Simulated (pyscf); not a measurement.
**Elimination: `[OH][SiH3]` → `[O]=[SiH2]` + `[H][H]`**

Gas phase, singlet surface, charge 0. Bonds broken: O1–H3, Si2–H4. Bonds formed: H3–H4. PySCF, gas phase, ωB97X-D3(BJ)/def2-SVP geometries.

Transition state (Å):

```xyz
6

O      0.1747    -0.9863     0.0179
Si    -0.8309     0.2073     0.2516
H     -1.1120    -1.0680    -0.7709
H     -1.9198    -0.6046    -0.9174
H     -1.7387     0.3080     1.4254
H     -0.6993     1.5405    -0.3943
```

One imaginary mode, 1468i cm⁻¹; descent along it reached the two sides named.

```json
[
 {"bond": "O1–H3", "change": "breaks", "reactant side (Å)": "0.962", "saddle": "1.511", "product side": "3.2"},
 {"bond": "Si2–H4", "change": "breaks", "reactant side (Å)": "1.495", "saddle": "1.792", "product side": "2.8"},
 {"bond": "H3–H4", "change": "forms", "reactant side (Å)": "2.9", "saddle": "0.943", "product side": "0.762"}
]
```

Electronic energies relative to the reactant's lowest minimum found (eV):

```
level                   barrier  reaction energy  reverse barrier
----------------------  -------  ---------------  ---------------
ωB97X-D3(BJ)/def2-TZVP     3.01            +2.21             0.80
PBE/def2-TZVP              2.62            +1.94             0.68
r²SCAN/def2-TZVP           2.78            +2.09             0.69
B3LYP-D3(BJ)/def2-TZVP     2.89            +2.03             0.85
PBE0-D3(BJ)/def2-TZVP      2.89            +2.24             0.65
M06-2X/def2-TZVP           3.03            +2.21             0.82
ωB97M-D3(BJ)/def2-TZVP     2.96            +2.13             0.83
HF/def2-TZVP               3.63            +2.47             1.15
```

With ωB97M-D3(BJ)/def2-TZVP energies and thermal terms (ideal gas, 1 atm, RRHO with modes under 100 cm⁻¹ raised to 100, one conformer, R ln 2 for chiral ones without a mode under 150 cm⁻¹), in eV:

```
T (K)   ΔH‡   ΔG‡     ΔH     ΔG
-----  ----  ----  -----  -----
298    2.82  2.84  +1.93  +1.59
600    2.79  2.87  +1.95  +1.24
900    2.77  2.92  +1.94  +0.89
1200   2.76  2.97  +1.93  +0.54
```

At the saddle there is also a short H–Si contact that neither side keeps. One saddle was located; it need not be the lowest between these sides.
